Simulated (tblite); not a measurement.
Level: GFN2-xTB in tblite, geometry and Hessian alike; calculated harmonic values, unscaled, isolated species. Against measured fundamentals such values can be off by several per cent, at times by over 20. Modes of hydrogen on silicon and sulfur can be 10 to 20 % off. One conformer each. Thermal functions are those of the rigid rotor and harmonic oscillator, without mixing of conformers.

Problem. Order these by their ideal-gas entropy at 500 K and 1 bar, highest first (cal/(mol K)).
A. `FC(F)C1=C[C@@H](F)COC1` (C6H7F3O)
B. `O=CF` (CHFO)
C. `C=CC[Si@@H](N)OC` (C4H11NOSi)
D. `C/C=C/C[SiH-]C#N` ([C5H8NSi]-)
E. `C/C=C\C[SiH-]C#N` ([C5H8NSi]-)
F. `CCC[C@H](C)CS` (C6H14S)

Solution. C (126.8), F (122.0), A (119.7), E (118.0), D (116.5), B (64.9).

```
                SMILES  atoms  mass (u)  symmetry number  modes under 300 cm⁻¹  ZPE (kcal/mol)  S translation (cal/(mol K))  S rotation  S vibration      S    Cp
      C=CC[Si@@H](N)OC     18    117.06                1                     9            90.6                         42.8        30.1         53.9  126.8  54.8
         CCC[C@H](C)CS     21    118.08                1                     8           116.4                         42.8        30.7         48.5  122.0  56.7
FC(F)C1=C[C@@H](F)COC1     17    152.04                1                     6            76.6                         43.6        31.4         44.7  119.7  53.5
      C/C=C\C[SiH-]C#N     15    110.04                1                     7            70.1                         42.6        30.1         45.2  118.0  46.7
      C/C=C/C[SiH-]C#N     15    110.04                1                     7            70.0                         42.6        30.4         43.5  116.5  46.7
                  O=CF      4     48.00                1                     0            12.3                         40.1        22.4          2.4   64.9  12.6
```

Entropies and Cp are for 500 K and 1 bar.
